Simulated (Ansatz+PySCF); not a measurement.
Values are calculated unless marked as measured or tabulated.
## Ansatz (development build ahead of 0.2.0) run

```yaml
crystal:
  periodic: [false, false, false]
  atoms:
    - { symbol: Li, position_ang: [0.0, 0.0, -0.47935] }
    - { symbol: H, position_ang: [0.0, 0.0, 1.43806] }
basis:
  gaussian: { orbitals: "6-31G" }
hamiltonian:
  xc: pbe0
scf:
  omitted_lower_state_checks: [stability, starts, atomic_configurations, cluster_reference, orbital_swaps, given_window_search, neighbouring_geometries, increment]
output:
  forces: true
```

The input is written out in the form of the current development build from the run's settings.

Results

```yaml
Converged: yes
Total_energy: -8.03840 hartree
Spin_squared_of_the_determinant: 0.000
```

Forces (eV/Å):
```
atom     Fx     Fy      Fz
 Li1  0.000  0.000   1.105
  H2  0.000  0.000  -1.105
```
